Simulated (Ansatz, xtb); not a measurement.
## Relative energy of two structures of COP

We compare a, a doublet given by its coordinates, with b, `O=C=[P]`, a doublet. Both are isolated molecules in the gas phase, relaxed with B3LYP-D4/def2-TZVP.

a (Å):

| atom | x (Å) | y (Å) | z (Å) |
| --- | --- | --- | --- |
| C | -0.3081 | 2.9108 | 0.0117 |
| O | -0.0296 | 2.0423 | -0.8518 |
| P | -1.8377 | 2.0138 | -0.6444 |

Close contacts (Å): C1–O2 1.26, C1–P3 1.89, O2–P3 1.82.

b (Å):

```xyz
3

C     0.0000    0.0000   -0.1663
O     0.0000    0.0000   -1.3267
P     0.0000    0.0000    1.4930
```

Problem. Estimate which is lower in electronic energy at CCSD(T)/def2-TZVPP, and by roughly how much.

Solution. The CCSD(T)/def2-TZVPP calculation puts structure b lower, by 51.2 kcal/mol.

Level by level:

```
             level            geometry  E(b) − E(a) (kcal/mol)  departure from the last row (kcal/mol)  job, with rough time for the two
          GFN2-xTB            GFN2-xTB                     −39.8                                   +11.4             optimisation, 0.076 s
         HF/STO-3G            GFN2-xTB                     −43.7                                    +7.5              single point, 0.54 s
r2SCAN-D4/def2-SVP            GFN2-xTB                     −62.5                                   −11.3                 single point, 2 s
B3LYP-D4/def2-TZVP  B3LYP-D4/def2-TZVP                     −54.8                                    −3.6             optimisation, 2.9 min
     HF/def2-TZVPP  B3LYP-D4/def2-TZVP                     −53.1                                    −1.9           part of the CCSD(T) run
    MP2/def2-TZVPP  B3LYP-D4/def2-TZVP                     −58.6                                    −7.4           part of the CCSD(T) run
CCSD(T)/def2-TZVPP  B3LYP-D4/def2-TZVP                     −51.2                                                        single point, 12 s
```

The levels shown agree on the order. The largest departure from CCSD(T)/def2-TZVPP is that of GFN2-xTB, 11.4 kcal/mol.

With harmonic frequencies from B3LYP-D4/def2-TZVP (ideal gas, rigid rotor, one conformer each, 400 K, 1 atm): the zero-point term adds +1.6 kcal/mol; ΔH is −49.8 and ΔG −47.7 kcal/mol.

Open shells are spin-unrestricted, with notable spin contamination under HF/STO-3G, HF/def2-TZVPP, MP2/def2-TZVPP, CCSD(T)/def2-TZVPP. The correlated steps freeze 7 core orbitals. Codes used: Ansatz 0.2.0, xtb 6.7.1; the last row on 2 threads of Arm Neoverse V1 on a shared host.
